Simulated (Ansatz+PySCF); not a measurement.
The numbers below are computed, except where a source is named.
**Several solutions for singlet C4H4O**

```xyz
9

O     1.1301   -0.0455    0.0065
C     0.3104    1.1123    0.0065
C    -0.9610    0.6995   -0.0474
C    -0.9107   -0.7174   -0.0152
C     0.3998   -1.0699   -0.0038
H     0.8132    2.0251   -0.0110
H    -1.8303    1.3554   -0.0429
H    -1.8520   -1.3729   -0.0382
H     0.9015   -2.0588   -0.0157
```

Basis set: def2-SVP (spherical functions). Charge 0, multiplicity 1.

CASSCF(6,5) was run from several starts with Ansatz (development build ahead of 0.2.0) and PySCF 2.14.0. The starts are those of the Hartree–Fock orbitals from which the active space was taken at the frontier.

```tsv
run	program	start	converged	energy (hartree)	<S²>
A	Ansatz	stability test followed	yes	-228.48981	0.00
B	PySCF	program defaults	yes	-228.49530	0.00
C	Ansatz	atomic start, no search	yes	-228.48981	0.00
D	Ansatz	search for the lowest state	yes	-228.48981	0.00
```

(1) Which runs reached the lowest solution of this kind, and what is wrong with the others?

## Answers

(1) B reached the lowest solution found. Converged but too high: A by 0.15 eV, C by 0.15 eV, D by 0.15 eV. Convergence only shows a stationary point; in CASSCF the end hangs on which orbitals enter the active space. Caution: other starts end on other solutions of this active space.
